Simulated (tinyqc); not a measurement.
Worked calculation: extended Hueckel theory, for LiF-. The parameters take no account of the charge, which enters only through the electron count, and nothing here shows that the anion is bound. One step of it, computed by the program tinyqc.

Task: Wolfsberg-Helmholz matrix. H_ij = K' S_ij (H_ii + H_jj)/2 for i != j (the diagonal keeps H_ii), with K' = 2.

overlap S:
```
,1Li 2s,1Li 2px,1Li 2py,1Li 2pz,2F 2s,2F 2px,2F 2py,2F 2pz
1Li 2s,1.000000,0.000000,0.000000,0.000000,0.304597,0.000000,0.000000,-0.062172
1Li 2px,0.000000,1.000000,0.000000,0.000000,0.000000,0.170371,0.000000,0.000000
1Li 2py,0.000000,0.000000,1.000000,0.000000,0.000000,0.000000,0.170371,0.000000
1Li 2pz,0.000000,0.000000,0.000000,1.000000,0.436196,0.000000,0.000000,-0.040085
2F 2s,0.304597,0.000000,0.000000,0.436196,1.000000,0.000000,0.000000,0.000000
2F 2px,0.000000,0.170371,0.000000,0.000000,0.000000,1.000000,0.000000,0.000000
2F 2py,0.000000,0.000000,0.170371,0.000000,0.000000,0.000000,1.000000,0.000000
2F 2pz,-0.062172,0.000000,0.000000,-0.040085,0.000000,0.000000,0.000000,1.000000
```

diagonal H_ii (eV): 1Li 2s -5.400000, 1Li 2px -3.500000, 1Li 2py -3.500000, 1Li 2pz -3.500000, 2F 2s -40.000000, 2F 2px -18.100000, 2F 2py -18.100000, 2F 2pz -18.100000

K = 2.000000

Give: H.

Result:

H (eV):
```
,1Li 2s,1Li 2px,1Li 2py,1Li 2pz,2F 2s,2F 2px,2F 2py,2F 2pz
1Li 2s,-5.4000,0.0000,0.0000,0.0000,-13.8287,0.0000,0.0000,1.4611
1Li 2px,0.0000,-3.5000,0.0000,0.0000,0.0000,-3.6800,0.0000,0.0000
1Li 2py,0.0000,0.0000,-3.5000,0.0000,0.0000,0.0000,-3.6800,0.0000
1Li 2pz,0.0000,0.0000,0.0000,-3.5000,-18.9745,0.0000,0.0000,0.8658
2F 2s,-13.8287,0.0000,0.0000,-18.9745,-40.0000,0.0000,0.0000,0.0000
2F 2px,0.0000,-3.6800,0.0000,0.0000,0.0000,-18.1000,0.0000,0.0000
2F 2py,0.0000,0.0000,-3.6800,0.0000,0.0000,0.0000,-18.1000,0.0000
2F 2pz,1.4611,0.0000,0.0000,0.8658,0.0000,0.0000,0.0000,-18.1000
```
